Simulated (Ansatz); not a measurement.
# O2S: the cost of one run

Method: def2-TZVPP, core rule «outside noble gas», up to 7 orbitals frozen; program: Ansatz 0.2.0, Gaussian basis.

To be run: UHF; ROHF; CCSD(T) on UHF.

2 further runs of the same task are left out: 2 set aside as unsound or not needed.

**1. The system**

The geometry is a PBE0/def2-TZVP stationary point (not a proven minimum) of the parent state, kept for this charge and spin.

3 atoms, charge 0, spin multiplicity 3.

Atoms are counted from 1 here; the program's logs count them from 0.

Bond lengths: O1–S2 1.431 Å, S2–O3 1.431 Å. Angles: O1–S2–O3 118.9°.

Coordinates:

```xyz
3

O     0.0000   -0.3641    1.2326
S     0.0000    0.3634    0.0000
O     0.0000   -0.3641   -1.2326
```

**2. UHF**

The input, in.yaml:

```yaml
crystal:
  periodic: [false, false, false]
  atoms:
    - {symbol: O, position_ang: [0.000000, -0.364139, 1.232554]}
    - {symbol: S, position_ang: [0.000000, 0.363388, 0.000000]}
    - {symbol: O, position_ang: [0.000000, -0.364139, -1.232554]}
basis:
  gaussian: {orbitals: def2-TZVPP}
magnetization: {spin_polarized: true, initial_magnetization: 2}
hamiltonian: {xc: hf}
output: {orbitals: {seedname: orbitals}}
```

Run with:

```console
> ansatz run in.yaml --threads 1 --pin off --events-out ev --progress --plain --max-ram 4096MiB --backend cpu
```

What time and memory should one allow on 1 thread of AMD EPYC 7R13, shared host?

About 8 s, with a peak of 0.25 GiB.
